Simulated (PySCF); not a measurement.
**Broadened absorption spectrum of C6H10**

Compound: C₆H₁₀.
SMILES with atom numbers: `[CH2:1]=[CH:2]/[C:3]([CH3:4])=[CH:5]/[CH3:6]` (hydrogens: H7, H8 on C1; H9 on C2; H10, H11, H12 on C4; H13 on C5; H14, H15, H16 on C6)

Cartesian coordinates in Å at the PBE0-D3(BJ)/def2-SVP level; atoms count from 1:
```xyz
16
C6H10 angstrom
C      2.626   -0.150    0.330
C      1.446   -0.749    0.117
C      0.143   -0.087    0.015
C      0.107    1.403    0.172
C     -0.946   -0.851   -0.217
C     -2.365   -0.423   -0.366
H      2.720    0.932    0.452
H      3.548   -0.733    0.389
H      1.425   -1.839    0.003
H      0.521    1.703    1.149
H     -0.907    1.812    0.096
H      0.726    1.892   -0.598
H     -0.774   -1.931   -0.312
H     -2.509    0.658   -0.233
H     -3.008   -0.941    0.366
H     -2.754   -0.695   -1.362
```

Computed, not measured: PySCF 2.14.0, density-fitted response routines, TDDFT B3LYP/def2-SVPD, vertical, gas phase, core orbitals frozen in the response.

Broadening: Gaussians 0.25 eV wide at half height, area fixed by f = 4.319×10⁻⁹ ∫ε dν̃. The width is an assumption, not a result. The curve ends short of the highest state used, and states not computed would add to its high-energy end.

```
λ (nm)  ε (L mol⁻¹ cm⁻¹)
 175.9               758
 177.8               280
 179.6                86
 181.5                76
 183.3               183
 185.1               384
 187.0               686
 188.8              1010
 190.7              1245
 192.5              1213
 194.4               922
 196.2               565
 198.1               267
 199.9               106
 201.8                35
 203.6                22
 205.5                54
 207.3               144
 209.2               351
 211.0               797
 212.9              2115
 214.7              5573
 216.6             14019
 218.4             28299
 220.3             48373
 222.1             66142
 224.0             75406
 225.8             71269
 227.7             55993
 229.5             37815
 231.4             21194
 233.2             10555
 235.1              4356
 236.9              1647
 238.8               515
 240.6               152
```

Question: Where are the band maxima, and which computed states make them?

Answer: 224 nm (5.53 eV), ε about 76000, made up of S1 (100%); 191 nm (6.48 eV), ε about 1300, made up of S3 (19%) and S4 (74%) (ε in L mol⁻¹ cm⁻¹; maxima over ε = 5, shares over 10%). At its high-energy end, 7.05 eV, the curve is still rising (ε about 770, from S6 and S7). The states used: S1 5.53 eV (f 0.701); S2 5.80 eV (f 0.0055); S3 6.39 eV (f 0.0032); S4 6.49 eV (f 0.0088); S5 6.64 eV (f 0.0027); S6 7.12 eV (f 0.0013); S7 7.17 eV (f 0.012); S8 7.35 eV (f 0.0000); S9 7.54 eV (f 0.035); S10 7.65 eV (f 0.0004).

Question: On this curve, what absorbance would a 10⁻⁵ mol/L sample give at 222 nm over a 1 cm path?

Answer: 222 nm is 5.585 eV, where ε is about 65000 L mol⁻¹ cm⁻¹, so A = ε c l ≈ 0.65 (Beer–Lambert, with the gas-phase spectrum and the assumed width).

Question: What would ε be at 5.53 eV, the highest of these maxima, with half the width (0.125 eV)?

Answer: About 151000 L mol⁻¹ cm⁻¹ against 75600, a factor of about 2.00; a lone state at its own centre would give exactly 2.

All these states lie below the vertical ionisation energy of 8.23 eV (ΔSCF).

The run took 47 s on one thread of an Arm Neoverse V1 (shared host), and the process peaked at 0.89 GiB of memory.

One conformer stands for the species.
